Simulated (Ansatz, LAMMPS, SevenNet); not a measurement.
# Ladder of methods for the equilibrium lattice constant a of rock-salt NaI

Reference value: 6.409 Å (measured, low temperature, no zero-point or thermal correction; as tabulated in Doll and Stoll (1998), arXiv:cond-mat/9801031).

**Question.** What do EIM, SevenNet-l3i5, LDA, PBE, PBE-D4, r²SCAN+SOC, HSE06 give, and how far is each from the reference?

**Answer.** 
| level (code) | value (Å) | difference (%) |
|---|---|---|
| EIM (LAMMPS) | 6.455 | +0.72 |
| SevenNet-l3i5 (SevenNet) | 6.535 | +1.97 |
| LDA (Ansatz) | 6.260 | -2.32 |
| PBE (Ansatz) | 6.530 | +1.89 |
| PBE-D4 (Ansatz) | 6.408 | -0.02 |
| r²SCAN+SOC (Ansatz) | 6.463 | +0.84 |
| HSE06 (Ansatz) | 6.488 | +1.23 |

Leaving aside EIM, which can be fitted to such values or carry a doubt: Of these levels PBE-D4 (-0.02 %) comes nearest. LDA (-2.32 %) lies farthest from it. Within 1 %: PBE-D4, r²SCAN+SOC.

The measured value isn't corrected to a static lattice, so vibrations enter the comparison. A static lattice is as a rule a little smaller than the measured one.  Cutoffs and k meshes differ between the levels. Ansatz's density-functional and Hartree–Fock values are scalar-relativistic unless marked +SOC, with PAW data made under PBE.

Empirical potentials (EIM) are fitted to chosen data, which need not cover the solid at hand: agreement can be built in, and what lay outside the fit can be far off. Machine-learned potentials (SevenNet-l3i5) are trained on DFT data, which may include these solids.

Differences are worked out from the printed values.

Ansatz is an electronic-structure program.
